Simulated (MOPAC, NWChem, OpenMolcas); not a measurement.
**CH5FSi (SMILES C[SiH2]F): methods side by side**

CH5FSi: 8 atoms, total charge 0, spin state singlet. As SMILES, `C[SiH2]F`. Geometry: relaxed at PBE0-D4/def2-TZVP.

Each level gives the dipole moment (D). The values are calculated.

```csv
level,kind,program,value (D)
PM6,semi-empirical,MOPAC,1.87
HF/6-311+G**,Hartree–Fock,OpenMolcas,2.07
SVWN5/6-311+G**,LDA,NWChem,1.96
revPBE/6-311+G**,GGA,OpenMolcas,1.87
TPSS/6-311+G**,meta-GGA,NWChem,1.86
B3LYP/6-311+G**,global hybrid,OpenMolcas,1.94
BHLYP/6-311+G**,global hybrid,OpenMolcas,2.02
CAM-B3LYP/6-311+G**,range-separated hybrid,NWChem,1.98
```

The values span 1.86 to 2.07 D.
